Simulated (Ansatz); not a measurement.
Energy needed to pull apart CH$_{2}$BO (SMILES [CH2]B=O), doublet, into free ground-state atoms, from the structure below (displaced at random from a GFN2-xTB minimum); no zero-point or spin–orbit terms; open-shell atoms are treated unrestricted, in their ground-state multiplicity.

```json
{"atom": "C1", "x (Å)": "-0.3483", "y (Å)": "0.3492", "z (Å)": "-0.3872"}
{"atom": "B2", "x (Å)": "0.5220", "y (Å)": "-0.5020", "z (Å)": "0.5503"}
{"atom": "O3", "x (Å)": "1.1903", "y (Å)": "-1.0845", "z (Å)": "1.3083"}
{"atom": "H4", "x (Å)": "-0.7794", "y (Å)": "-0.0941", "z (Å)": "-1.2319"}
{"atom": "H5", "x (Å)": "-0.5124", "y (Å)": "1.4253", "z (Å)": "-0.2289"}
```

Ansatz 0.2.0; basis: def2-TZVPP; cores frozen in the correlated methods; orbitals are unrestricted.

| method | atomization energy (kJ/mol) |
| --- | --- |
| SPW92 | 2449 |
| PBE-D4 | 2209 |
| r2SCAN-D4 | 2169 |
| PBE0-D4 | 2152 |
| BHLYP-D4 | 2070 |
| wB97M-V | ? |
| HF | ? |
| MP2 | 2141 |
| CCSD | 2035 |
| CCSD(T) | 2069 |

Question: What does wB97M-V give? (To be estimated.)

Answer: Computed: 2144 kJ/mol, which is about 76 kJ/mol more than CCSD(T)/def2-TZVPP.

Question: What does HF give? (An estimate is asked for; the value comes from the calculation.)

Answer: By the calculation: 1606 kJ/mol, which is about 463 kJ/mol less than CCSD(T)/def2-TZVPP.

In triple zeta the MP2 and coupled-cluster atomization energies are still short of their basis limit by a few kcal/mol a bond, whereas those of the functionals are nearly converged, so these differences are not deviations from converged CCSD(T).

T1 diagnostic: at most 0.018. ⟨S²⟩ of the unrestricted Hartree–Fock references: 0.76 (a pure state has 0.75).

For scale, one of the runs: CCSD(T)/def2-TZVPP forces, 121 basis functions (an equivalent command: `ansatz run in.yaml --threads 4`). Time: 53 s of wall clock on 4 CPU threads; the host was shared. Peak host memory: 2.1 GiB.
